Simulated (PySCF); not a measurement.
Calculation: M06-2X/def2-TZVP // B3LYP-D3(BJ)/def2-TZVP run with PySCF 2.14.0. Isolated molecules, 0 K electronic values unless said otherwise. 

Reference species (SMILES): `BrCBr` (neutral, multiplicity 1).

```json
{
 "dipole_moment": "1.56 D"
}
```

Changed species: `C` (whole molecule; the reference has whole molecule).

Predict the effect on the dipole moment.

the dipole moment falls by 1.56 D, to 0.00 D.
